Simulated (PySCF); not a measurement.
Ligands exchanged one at a time, Al Cl-H. Gas-phase values, no solvent. Strings in code marks are SMILES.

These are PBE-D3(BJ)/def2-TZVP // PBE0-D3(BJ)/def2-TZVP in PySCF 2.14.0 values and carry that method's errors. Excitations are Tamm–Dancoff values on a coarser integration grid. The basis has no diffuse functions, so Rydberg states are missing or too high.

```json
[
 {"species": "0 of 3 Cl replaced by H", "T1 excitation (TDA) (eV)": "5.72", "HOMO–LUMO gap (eV)": "5.84", "dipole moment (D)": "0.00", "S1–T1 gap (TDA) (eV)": "___"},
 {"species": "1 of 3 Cl replaced by H (`[AlH]([Cl])[Cl]`)", "T1 excitation (TDA) (eV)": "5.52", "HOMO–LUMO gap (eV)": "5.75", "dipole moment (D)": "0.92", "S1–T1 gap (TDA) (eV)": "___"},
 {"species": "2 of 3 Cl replaced by H (`[Cl][AlH2]`)", "T1 excitation (TDA) (eV)": "4.62", "HOMO–LUMO gap (eV)": "4.87", "dipole moment (D)": "1.12", "S1–T1 gap (TDA) (eV)": "___"},
 {"species": "3 of 3 Cl replaced by H (`[AlH3]`)", "T1 excitation (TDA) (eV)": "–", "HOMO–LUMO gap (eV)": "4.77", "dipole moment (D)": "0.00", "S1–T1 gap (TDA) (eV)": "–"}
]
```

### Question
Fill in the missing entries.

### Answer

- 0 of 3 Cl replaced by H, S1–T1 gap (TDA) (eV): 0.24
- 1 of 3 Cl replaced by H (`[AlH]([Cl])[Cl]`), S1–T1 gap (TDA) (eV): 0.26
- 2 of 3 Cl replaced by H (`[Cl][AlH2]`), S1–T1 gap (TDA) (eV): 0.34
